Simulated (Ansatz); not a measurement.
## Basis-set limit of NH4O, doublet

```tsv
atom	x (Å)	y (Å)	z (Å)
N	-1.1802	0.0111	-0.0261
H	-1.4775	0.9789	-0.0261
H	-1.4775	-0.3912	0.8542
H	-0.0782	0.0111	-0.0261
O	1.1368	0.0111	-0.0261
H	1.3887	-0.9289	-0.0261
```

Connectivity, by distances: NH3 ··· OH.

Ansatz 0.2.0, UHF determinant, valence electrons correlated. Energies in eV.

```tsv
set	X	functions	Hartree–Fock	MP2 correlation	CCSD(T) correlation	time
def2-TZVPP	3	118	-3580.8978	-12.5518	-13.7281	3.6 s on 1 × NVIDIA H100 80GB HBM3 with 1 thread of AMD EPYC 7R13 Processor (Zen 3), with other jobs on the host
def2-QZVPP	4	234	-3581.0796	-13.5180	-14.6320	12 s on 1 × NVIDIA H100 80GB HBM3 with 1 thread of AMD EPYC 7R13 Processor (Zen 3), on a shared host
```

Hartree–Fock is taken to follow E(X) = E∞ + A·exp(−7.88·√X), correlation E(X) = E∞ + B·X^−2.97.

**Question.** Work out the CCSD(T) energy at the limit, and how far the shortcut misses it that extrapolates MP2 and adds CCSD(T) minus MP2 from the smaller set.

**Answer.** Hartree–Fock: E∞ = E4 + 0.1377·(E4 − E3) = -3581.1046. Correlation: E∞ = E4 + 0.7407·(E4 − E3) = -15.3017 for CCSD(T) and -14.2338 for MP2. The limit is -3596.4063 eV, 0.695 eV below def2-QZVPP. The shortcut gives a correlation energy of -14.2338 + (-1.1763) = -15.4100, 108 meV lower than the direct value.
